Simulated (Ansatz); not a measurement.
# CH₂O (singlet): the correlation ladder, 6-31G*

One table from this session's results is given with a row withheld; the runs are named, their logs left out.

The runs use Ansatz 0.2.0, Gaussian basis; 6-31G*, core rule «outside noble gas», up to 2 orbitals frozen.

Plan: UHF; CCSD(T) on RHF; BCCD(T) on RHF; CISD; CCSDT(Q) on RHF; CISDTQ; CCSDTQ on RHF; CASSCF and MRCISD+Q, 12 electrons in 10 orbitals; CASSCF and NEVPT2, 12 electrons in 10 orbitals.

9 further runs of the same task are left out: 9 set aside as unsound or not needed.

## The system

The geometry is an MP2(full)/6-31G* stationary point (not a proven minimum).

4 atoms, charge 0, spin multiplicity 1.

Atoms are counted from 1 here; the program's logs count them from 0.

Bond lengths: O1–C2 1.220 Å, C2–H3 1.104 Å, C2–H4 1.104 Å. Angles: O1–C2–H3 122.2°, O1–C2–H4 122.2°, H3–C2–H4 115.7°.

Set-up of the first run:

File in.yaml:

```yaml
crystal:
  periodic: [false, false, false]
  atoms:
    - {symbol: O, position_ang: [0.000000, 0.000000, 0.609421]}
    - {symbol: C, position_ang: [0.000000, 0.000000, -0.610694]}
    - {symbol: H, position_ang: [0.000000, 0.934390, -1.198244]}
    - {symbol: H, position_ang: [0.000000, -0.934390, -1.198244]}
basis:
  gaussian: {orbitals: "6-31G*"}
magnetization: {spin_polarized: true, initial_magnetization: 0}
hamiltonian: {xc: hf}
output: {orbitals: {seedname: orbitals}}
```

Command:

```sh
> ansatz run in.yaml --threads 1 --pin off --events-out ev --progress --plain --max-ram 3328MiB --backend cpu
```

Among the steps run: UHF; CCSD(T) on RHF; BCCD(T) on RHF; CISD; CCSDT(Q) on RHF; CISDTQ; CCSDTQ on RHF; CASSCF and MRCISD+Q, 12 electrons in 10 orbitals; CASSCF and NEVPT2, 12 electrons in 10 orbitals.

One table of the session follows, with a row left open; its other results are not shown here.

| method | from RCCSDTQ (kcal/mol) |
| --- | --- |
| RHF | +205.98 |
| RMP2 | +15.21 |
| CISD | +21.21 |
| RCCSD | +6.96 |
| RCCSD(T) | +0.88 |
| BCCD(T) | ? |
| RCCSDT | +0.55 |
| CISDTQ | +1.26 |
| RCCSDT(Q) | -0.08 |
| RCCSDTQ | 0 |
| CASSCF valence | +121.12 |
| NEVPT2 valence | +20.53 |
| MRCISD valence | +6.49 |
| MRCISD+Q valence | +0.69 |

Estimate the missing values for BCCD(T).

**Answer.** from RCCSDTQ (kcal/mol): +0.86. In the column «from RCCSDTQ (kcal/mol)» it lies between MRCISD+Q valence (+0.69) and RCCSD(T) (+0.88).
